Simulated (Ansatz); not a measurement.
# CH+ (singlet): wave-function methods side by side at distance C1–H2 = 1.019 Å, cc-pVQZ

An exercise on one series of results from a longer session: the logs are not shown, and one member is left open.

Program: Ansatz 0.2.0, Gaussian basis. Level of theory: cc-pVQZ, core rule «outside noble gas», up to 1 orbitals frozen. These are calculated values, not measurements.

Plan: UHF; CCSD(T) on RHF; CCSD(T) on UHF; BCCD(T) on RHF; CCSDT(Q) on RHF; CCSDT(Q) on UHF; CASSCF and NEVPT2, 4 electrons in 5 orbitals; Full CI.

18 further runs of the same task are left out: 12 that didn't finish, 6 set aside as unsound or not needed.

## What is computed

The geometry derives from a PBE0/def2-TZVP stationary point (not a proven minimum). One bond is set to the value named and the two fragments are kept rigid.

2 atoms, charge 1, spin multiplicity 1.

Atoms are counted from 1 here; the program's logs count them from 0.

Bond lengths: C1–H2 1.019 Å.

As a file:

| atom | x (Å) | y (Å) | z (Å) |
| --- | --- | --- | --- |
| C1 | 0.0000 | 0.0000 | 0.0000 |
| H2 | 0.0000 | 0.0000 | 1.0190 |

Set-up of the first run:

Contents of in.yaml:

```yaml
crystal:
  periodic: [false, false, false]
  atoms:
    - {symbol: C, position_ang: [0.000000, 0.000000, 0.000000]}
    - {symbol: H, position_ang: [0.000000, 0.000000, 1.019000]}
basis:
  gaussian: {orbitals: cc-pVQZ}
total_charge: 1
magnetization: {spin_polarized: true, initial_magnetization: 0}
hamiltonian: {xc: hf}
output: {orbitals: {seedname: orbitals}}
```

The run is started by

```console
ansatz run in.yaml --threads 1 --pin off --events-out ev --progress --plain --max-ram 2393MiB
```

Steps of the session up to this table: UHF; CCSD(T) on RHF; CCSD(T) on UHF; BCCD(T) on RHF; CCSDT(Q) on RHF; CCSDT(Q) on UHF; CASSCF and NEVPT2, 4 electrons in 5 orbitals; Full CI.

One of the session's tables, all rows but one given; the rest of the session is left out.

It belongs to the step «Misses and costs». 

```
        method  from FCI (kcal/mol)
           RHF               +74.87
           UHF               +67.99
          RMP2                    ?
          UMP2               +21.87
         RCCSD                +1.72
         UCCSD                +1.89
      RCCSD(T)                +0.31
      UCCSD(T)                +0.42
       BCCD(T)                +0.31
        RCCSDT                +0.07
        UCCSDT                +0.12
     RCCSDT(Q)                +0.02
     UCCSDT(Q)                +0.07
CASSCF valence               +33.49
NEVPT2 valence                +8.45
           FCI                    0
```

Estimate the missing values for RMP2.

As computed: from FCI (kcal/mol): +18.65. In the column «from FCI (kcal/mol)» it lies between NEVPT2 valence (+8.45) and UMP2 (+21.87).

Caveats from the session: The determinant is far from a pure spin state, so its energy mixes those of several spin states (harmless only where they are near-degenerate, as at dissociation). Restricted and unrestricted rows rest on different reference determinants; where their highest levels disagree by more than a few hundredths of an eV, they describe different states and don't form one ladder.
